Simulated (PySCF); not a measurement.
# Mg2 (Magnesium diatomic): the cost of one run

The runs use PySCF 2.14.0, with density-fitted response routines of our own; the level of theory stands in each step. All values are computed, except where a source is named. Atoms are numbered from 0 throughout.

## Step 1: The molecule as given

2 atoms, charge 0, multiplicity 1; geometry from: GFN2-xTB. The atoms were then displaced at random by about 0.03 Å, so the start is not that level's minimum.

Bonds of the start (Å): Mg0–Mg1 3.15.

## Step 2: Geometry optimisation at PBE0-D3(BJ)/def2-SVP

Job settings and geometry (Å):

```
{"job": {"xc": "PBE0", "basis": "def2-SVP", "d3": "d3bj", "grid": 1, "shake": 0.03, "kind": "geom"}, "charge": 0, "multiplicity": 1}
Mg     1.597740    -0.083330     0.007910
Mg    -1.548020    -0.004390    -0.030130
```

The run is started by

```bash
$ OMP_NUM_THREADS=1 python probes_run.py task.json out
```

The driver reads the jobs from task.json and runs them one after another.

Q: Estimate the wall time of this first job on 1 thread of Arm Neoverse V1, shared host.

About 1.5 s.
